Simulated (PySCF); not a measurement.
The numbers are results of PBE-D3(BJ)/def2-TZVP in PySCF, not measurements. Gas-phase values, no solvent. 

Reference species (SMILES): `[CH3]` (neutral, multiplicity 2).

The highest occupied spin orbital comes out as -5.38 eV.

Changed species: `C#C[C]=O` (radical fragment; the reference has radical fragment).

Problem. What does the change do to the highest occupied spin orbital?

Solution. the highest occupied spin orbital rises by 0.73 eV, to -4.65 eV.
